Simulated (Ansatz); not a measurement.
A structure relaxed at PBE0-D4/def2-TZVP, charge 0, multiplicity 1:

```xyz
8

B    -1.2092    0.4117   -0.4347
O     0.1082    0.6345   -0.3506
C     0.9843   -0.2575    0.3086
H    -1.6893   -0.5749    0.0603
H    -1.8609    1.2306   -1.0146
H     0.4434   -1.1163    0.7161
H     1.7364   -0.6034   -0.4031
H     1.4870    0.2754    1.1180
```

Q: Give its formula and SMILES.

A: CH5BO, `BOC`.

Q: Point group (tolerance 0.08 Å, 0.16 Å for H)?

A: Cs.

Q: Summarise the bond lengths by kind.

A: 1 × B–O 1.339 Å; 2 × B–H 1.197 to 1.204 Å; 1 × C–O 1.413 Å; 3 × C–H 1.092 to 1.094 Å.

All numbers were calculated with Ansatz.
